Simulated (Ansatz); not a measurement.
**CdGa: from a trial structure to a relaxed crystal**

Computed with Ansatz, DFT PBE, scalar-relativistic, plane waves, PAW. Cutoff 420 eV, Γ-centred k mesh, Gaussian smearing, no spin polarisation in the final step.

A relaxed cell is given with its space group left out.

```
CELL_PARAMETERS angstrom
3.51718 0.00000 0.00000
0.00000 3.51718 0.00000
0.00000 0.00000 3.51718
ATOMIC_POSITIONS crystal
Cd 0.00000 0.00000 0.00000
Ga 0.50000 0.50000 0.50000
```

Formation energies are uncorrected and refer to the elements' standard structures at the same level.

(1) What space group does it have?

(2) What is its formation energy per atom?

(3) Is it a metal?

Answers

(1) Pm-3m (No. 221). Conventional cell: a = 3.517 Å. Around Cd lie 8 Ga at 3.05 Å and 6 Cd at 3.52 Å; around Ga lie 8 Cd at 3.05 Å and 6 Ga at 3.52 Å.

(2) 0.08 eV/atom.

(3) Yes, bands cross the Fermi level on the 16×16×16 mesh.

The final run used a 16×16×16 mesh on its 2-atom cell and 0.10 eV smearing. For metals, differences of a few meV/atom aren't resolved. The cell came from a trial start, so CdGa may not exist in this structure.